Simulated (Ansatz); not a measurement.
Input file:

```yaml
crystal:
  periodic: [false, false, false]
  atoms:
    - {symbol: Si, position_ang: [0.000475, -0.113484, 0.611727]}
    - {symbol: O, position_ang: [-0.000358, 0.151028, -1.032932]}
    - {symbol: H, position_ang: [0.047606, 1.414825, 0.932470]}
    - {symbol: H, position_ang: [-0.055171, -0.649996, -1.581677]}
basis:
  gaussian: {orbitals: def2-mTZVP}
magnetization: {spin_polarized: true, initial_magnetization: 0}
hamiltonian: {pseudopotentials: {relativity: scalar}}
correlation: {method: mp2, electrons: outside_noble_gas}
output: {forces: true}
```

```sh
$ ansatz run in.yaml --threads 1 --pin off --events-out ev --progress --plain --max-ram 2393MiB
```

Q: Roughly how long does this take on 1 thread of Arm Neoverse V1, shared host, and how much host memory?

A: 1.2 s wall and 0.09 GiB.

```
465 factors; integrals over basis functions are off by at most 1.0e-3 eV
mean field evaluation 1: about -9945.2368 eV, gradient 2.5e1 eV
mean field evaluation 2: about -9945.2563 eV, gradient 2.5e1 eV
mean field evaluation 4: about -9947.6094 eV, gradient 1.5e0 eV
mean field evaluation 8: about -9947.6346 eV, gradient 1.3e-3 eV
mean field evaluation 16: about -9947.6349 eV, gradient 5.6e-2 eV
mean field evaluation 32: about -9947.5654 eV, gradient 8.2e-1 eV
mean field -9947.63496207 eV, -365.5688421070 hartree, gradient 6.0e-6 eV, S^2 0.027563; 3 other end points of the search recorded, 0 dependent functions left out
6 core orbitals not correlated: weight in the atoms' cores, before any rotation towards them, 1.000 or more for the frozen orbitals, at most 0.000 for the correlated occupied ones
reference -9947.63496207 eV, -365.5688421070 hartree; 6, 6 occupied and 40, 40 virtual orbitals, 465 factors
second order -7.57881897 eV of doubles, -0.00000000 eV of singles
the calculation of the forces begins
Total energy: -9955.21378104 eV, -365.8473585669 hartree
Relativity: scalar
Atom 0 at     0.000475    -0.113484     0.611727 Å, force    -0.015101     0.084346     0.269956 eV/Å
Atom 1 at    -0.000358     0.151028    -1.032932 Å, force    -0.046886     0.293984    -0.198921 eV/Å
Atom 2 at     0.047606     1.414825     0.932470 Å, force     0.015107    -0.343210    -0.243143 eV/Å
Atom 3 at    -0.055171    -0.649996    -1.581677 Å, force     0.046881    -0.035119     0.172109 eV/Å
Dipole moment:    -0.012385    -0.146118    -0.169965 e Å
```

Forces (eV/Å):
```
Si  -0.015  0.084  0.270
O   -0.047  0.294 -0.199
H    0.015 -0.343 -0.243
H    0.047 -0.035  0.172
```
